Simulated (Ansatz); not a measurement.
Molecule (SMILES): C[S] (CH3-S), doublet.
Atoms: C1, S2, H3, H4, H5. Bonds: C1-S2, C1-H3, C1-H4, C1-H5.

Basis-set convergence of the optimised C1-S2 bond length at PBE with Ansatz (a program for electronic structure). Cartesian d functions, on some or all atoms, in 6-31G*, 6-311G**; all else is spherical. The program fits the integrals of some runs and decomposes those of others, by size. Core-valence sets carry the plain set on hydrogen. Open shells are unrestricted. No added dispersion term, no relativity. Reference: the value in pcseg-3, 1.7911 Å, itself unsure by roughly 0.0003 Å (its mean distance from def2-QZVPP, cc-pV(Q+d)Z). Deviations are taken from unrounded values.

| basis | functions | optimised C1-S2 bond length (Å) | minus reference (Å) |
|---|---|---|---|
| pcseg-0 | 28 | 1.9150 | 0.1239 |
| def2-SV(P) | 38 | 1.7982 | 0.0072 |
| 6-31G* | 40 | 1.8066 | 0.0156 |
| cc-pV(D+d)Z | 52 | 1.7939 | 0.0029 |
| 6-311G** | 63 | 1.8039 | 0.0128 |
| aug-pcseg-1 | 77 | 1.8035 | 0.0124 |
| def2-TZVP | 86 | 1.7921 | 0.0010 |
| 6-311++G(2d,2p) | 92 | 1.8001 | 0.0090 |
| def2-TZVPD | 110 | 1.7921 | 0.0010 |
| def2-TZVPPD | 139 | 1.7920 | 0.0009 |
| cc-pCVTZ | 144 | 1.7940 | 0.0029 |
| aug-pcseg-2 | 165 | 1.7937 | 0.0027 |
| def2-QZVPP | 217 | 1.7915 | 0.0004 |
